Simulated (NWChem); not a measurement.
Correlation energy of nitrogen (N2)

```xyz
2

N      0.0000     0.0000     0.5502
N      0.0000     0.0000    -0.5502
```
Charge 0, spin multiplicity 1.

All runs are NWChem calculations. Structure: optimised with B3LYP/def2-SVP, a minimum by its harmonic frequencies.

Basis set: def2-QZVP. Each correlation energy counts from its own Hartree-Fock reference.

The correlated methods keep 2 core orbitals frozen. No row is a measurement; the coupled-cluster row has its own basis-set and correlation limits.

For the correlation energy, CCSD gives -392.7 mHa and SCS-MP2 gives -392.0 mHa. What do CCSD+T(CCSD), MP2, CCSD(T) give?

CCSD+T(CCSD): -413.8 mHa; MP2: -398.4 mHa; CCSD(T): -412.9 mHa.
